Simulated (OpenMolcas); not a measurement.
# H2O (water) at 6 levels

We compute a comparison of 6 runs (HF/pcseg-0, UHF/pcseg-0, B3LYP/pcseg-0, PBE/pcseg-0, UPBE/pcseg-0, MP2/pcseg-0) of H2O (water). 

Program for the calculation: OpenMolcas 26.06.

## (1) The structure to begin with

The species is H2O (3 atoms), meant as a singlet with charge 0. As SMILES, `O`. The O1–H3 distance was set to 1.919 Å, away from the relaxed value. At this shape a bond of the SMILES string is far longer than usual.

Bond lengths: O1–H2 0.960 Å.

## (2) A single-point energy at HF/pcseg-0 (run 1)

input.xyz reads:

```xyz
3

O     -0.441594     1.148962    -0.106501
H      0.327606     1.497162     0.349399
H     -0.163800    -0.748600    -0.174700
```

job.inp reads:

```
&gateway
baslib=$CurrDir
coord=input.xyz
basis=pcseg-0
group=NoSym
&seward
&scf
thresholds=1e-10 1e-07 1e-07 1e-05
prorbitals=1 1
```

The basis set pcseg-0 is read from a file made from the Basis Set Exchange's data (not shown).

The run is started by

```sh
$ export MOLCAS_MEM=1860
$ pymolcas job.inp > job.log
```

Standard output:

```text
--- Start Module: gateway ---
[...]
--- Stop Module: gateway /rc=_RC_ALL_IS_WELL_ ---
--- Start Module: seward ---
[...]
      Basis functions           13
--- Stop Module: seward /rc=_RC_ALL_IS_WELL_ ---
--- Start Module: scf ---
[...]
       Convergence after  13 Iterations
[...]
::    Total SCF energy                                -75.5788012495
[...]
      Total spin, S                                     0.0000000000
[...]
      Total electronic charge=   10.000000
      Total            charge=   -0.000000
[...]
      Dipole Moment (debye):
      Origin of the operator (angstrom)=   -0.3830    1.0623   -0.0848
                   X=  1.8913E+00               Y= -7.9401E-01               Z=  9.3108E-01           Total=  2.2527E+00
      Quadrupole Moment (debye*angstrom):
[...]
--- Stop Module: scf /rc=_RC_ALL_IS_WELL_ ---
[...]
```

Wall time 1.6 s (1 thread of Arm Neoverse V1, shared host); peak memory 0.37 GiB.

## (3) A single-point energy at UHF/pcseg-0 (run 2)

input.xyz is that of step 2.

job.inp reads:

```
* H2O Hartree-Fock
&GATEWAY
BASLIB
$CurrDir
COORD
input.xyz
BASIS
pcseg-0
GROUP
NoSym
&SEWARD
&SCF
UHF
THRESHOLDS
1e-10 1e-07 1e-07 1e-05
SCRAMBLE
0.25
PRORBITALS
1 1
```

The basis set pcseg-0 is read from a file made from the Basis Set Exchange's data (not shown).

The run is started by

```sh
$ export MOLCAS_MEM=1860
$ pymolcas job.inp > job.log
```

Standard output:

```text
--- Start Module: gateway ---
[...]
--- Stop Module: gateway /rc=_RC_ALL_IS_WELL_ ---
--- Start Module: seward ---
[...]
      Basis functions           13
--- Stop Module: seward /rc=_RC_ALL_IS_WELL_ ---
--- Start Module: scf ---
[...]
       Convergence after  28 Iterations
[...]
::    Total SCF energy                                -75.6613749651
[...]
      Total spin, S                                     0.5620707100
[...]
      Total electronic charge=   10.000000
      Total            charge=   -0.000000
[...]
      Dipole Moment (debye):
      Origin of the operator (angstrom)=   -0.3830    1.0623   -0.0848
                   X=  1.6808E+00               Y=  5.9866E-01               Z=  9.7752E-01           Total=  2.0344E+00
      Quadrupole Moment (debye*angstrom):
[...]
--- Stop Module: scf /rc=_RC_ALL_IS_WELL_ ---
[...]
```

Run time: 2.1 s. Hardware: 1 thread of Arm Neoverse V1, shared host; peak memory 0.37 GiB.

Run 3 isn't shown in full; the table further down has it.

## (4) The energy at PBE/pcseg-0 (run 4)

input.xyz is that of step 3.

job.input reads:

```
>>> EXPORT MOLCAS_PRINT=2

&GATEWAY
 BasLib=$CurrDir
 Coord=input.xyz
 Basis=pcseg-0
 Group=NoSym

&SEWARD
 GridInput
 Grid=UltraFine
 End of Grid

&SCF
 KSDFT=PBE
 Thresholds=1e-10 1e-07 1e-07 1e-05
 PrOrbitals=1 1
```

The basis set pcseg-0 is read from a file made from the Basis Set Exchange's data (not shown).

The run is started by

```sh
$ export MOLCAS_MEM=1860
$ pymolcas job.input > job.log
```

Standard output:

```text
--- Start Module: gateway ---
[...]
--- Stop Module: gateway /rc=_RC_ALL_IS_WELL_ ---
--- Start Module: seward ---
[...]
      Basis functions           13
--- Stop Module: seward /rc=_RC_ALL_IS_WELL_ ---
--- Start Module: scf ---
[...]
       Convergence after  14 Iterations
[...]
::    Total KS-DFT energy                             -75.9531114565
[...]
      Total spin, S                                     0.0000000000
[...]
      Total electronic charge=   10.000000
      Total            charge=   -0.000000
[...]
      Dipole Moment (debye):
      Origin of the operator (angstrom)=   -0.3830    1.0623   -0.0848
                   X=  1.6548E+00               Y= -6.5044E-01               Z=  8.1974E-01           Total=  1.9579E+00
      Quadrupole Moment (debye*angstrom):
[...]
--- Stop Module: scf /rc=_RC_ALL_IS_WELL_ ---
[...]
```

Run time: 3.6 s. Hardware: 1 thread of Arm Neoverse V1, shared host; peak memory 0.37 GiB.

Run 5 isn't shown in full; the table further down has it.

## (5) The energy at MP2/pcseg-0 (run 6)

input.xyz is that of step 4.

job.input reads:

```
* H2O MP2
&GATEWAY
BASLIB
$CurrDir
COORD
input.xyz
BASIS
pcseg-0
GROUP
NoSym
&SEWARD
&SCF
THRESHOLDS
1e-10 1e-07 1e-07 1e-05
PRORBITALS
1 1
&MBPT2
FROZEN
1
```

The basis set pcseg-0 is read from a file made from the Basis Set Exchange's data (not shown).

The run is started by

```sh
$ export MOLCAS_MEM=1860
$ pymolcas job.input > job.log
```

Standard output:

```text
--- Start Module: gateway ---
[...]
--- Stop Module: gateway /rc=_RC_ALL_IS_WELL_ ---
[...]
      Basis functions           13
[...]
--- Start Module: scf ---
[...]
       Convergence after  13 Iterations
[...]
::    Total SCF energy                                -75.5788012495
[...]
      Total spin, S                                     0.0000000000
[...]
      Total electronic charge=   10.000000
      Total            charge=   -0.000000
[...]
      Dipole Moment (debye):
      Origin of the operator (angstrom)=   -0.3830    1.0623   -0.0848
                   X=  1.8913E+00               Y= -7.9401E-01               Z=  9.3108E-01           Total=  2.2527E+00
      Quadrupole Moment (debye*angstrom):
[...]
--- Stop Module: scf /rc=_RC_ALL_IS_WELL_ ---
--- Start Module: mbpt2 ---
[...]
WARNING!
Default frozen orbitals as non valence orbitals is overwritten by user input.
Default values:   1
[...]
       Reference weight ( Cref**2 )         =        0.91815
::    Total MBPT2 energy                              -75.7508595764
[...]
      Total MBPT2 calculations                           0.02      0.04
--- Stop Module: mbpt2 /rc=_RC_ALL_IS_WELL_ ---
[...]
```

Run time: 1.7 s. Hardware: 1 thread of Arm Neoverse V1, shared host; peak memory 0.37 GiB.

## (6) The series

```csv
run,level,scramble,integration grid,energy (Eh),dipole moment (D) of the reference,HOMO energy (eV),LUMO energy (eV),wall time
1,HF/pcseg-0,–,–,-75.578801,2.25,-11.55,-0.15,1.6 s
2,UHF/pcseg-0,0.25,–,-75.661375,2.03,-12.97,2.72,2.1 s
3,B3LYP/pcseg-0,–,UltraFine,-76.027815,2.00,-7.68,-4.14,3.6 s
4,PBE/pcseg-0,–,UltraFine,-75.953111,1.96,-5.80,-4.81,3.6 s
5,UPBE/pcseg-0,0.25,UltraFine,-75.955199,1.91,-5.61,-4.59,8.7 s
6,MP2/pcseg-0,–,–,-75.750860,2.25,-11.55,-0.15,1.7 s
```

## (7) Summary of results

```
                                         quantity         value
                              run 6: total energy  -75.75086 Eh
        run 6: dipole moment (mean-field density)        2.25 D
       run 6: HOMO energy (Hartree–Fock orbitals)     -11.55 eV
       run 6: LUMO energy (Hartree–Fock orbitals)      -0.15 eV
     run 6: HOMO–LUMO gap (Hartree–Fock orbitals)      11.40 eV
run 6: correlation energy (1 core orbital frozen)    -172.1 mEh
```

In words: Over runs 1, 2, 3, 4, 5 the dipole moment (its size) runs from 1.91 D (UPBE/pcseg-0) to 2.25 D (HF/pcseg-0). Over runs 1, 2, 3, 4, 5 the HOMO–LUMO gap runs from 0.99 eV (PBE/pcseg-0) to 15.69 eV (UHF/pcseg-0). Totals of different functionals can't be ranked against each other. In runs 1, 3, 4, 6 a closed-shell determinant meets a far-stretched bond, which it describes badly. Spin contamination of the reference: run 2 ⟨S²⟩ = 0.88, run 5 ⟨S²⟩ = 0.32. Where it is this large, the reference is a mixture of spin states, and values that rest on it are in doubt. All runs together took 21 s, the longest 8.7 s.
